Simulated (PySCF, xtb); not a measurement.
**ClHOSi: 3 structures ranked**

3 gas-phase structures of ClHOSi, found in a search over its isomers (lower ones may exist). Each was relaxed with GFN2-xTB; where two conformers were screened, the lower at r2SCAN-D4/def2-SVP is listed:

A. `O[Si]Cl`, a singlet
B. `O[Si]Cl`, a triplet
C. `O=[SiH]Cl`, a singlet

**Question.** Estimate their order in r2SCAN-D4/def2-SVP energy at these geometries, lowest first.

**Answer.** Calculated order at r2SCAN-D4/def2-SVP: A (0.000), C (0.565), B (2.255) eV.

Energies above the lowest of each column, in eV; the last columns are at BLYP-D3(BJ)/def2-SVP geometries and were run for some of them only (a dash: not run or not comparable):

| structure | GFN2-xTB | HF/STO-3G | r2SCAN-D4/def2-SVP | BLYP-D3(BJ)/def2-SVP | CCSD(T)/def2-TZVP |
| --- | --- | --- | --- | --- | --- |
| A | 1.273 | 0.000 | 0.000 | 0.000 | 0.000 |
| C | 0.000 | 2.112 | 0.565 | 0.610 | 0.510 |
| B | – | 2.477 | 2.255 | – | – |

CCSD(T)/def2-TZVP puts A lowest of those it was run on; GFN2-xTB picks C. Some further structures that were screened fall inside this span and aren't listed. Flexible structures stand in one conformer each, not always the lowest. Frequencies (GFN2-xTB) were run for A, C alone. GFN2-xTB has no spin polarisation and isn't compared across spin states. Open shells are spin-unrestricted.

Programs: PySCF 2.14.0, xtb 6.7.1.
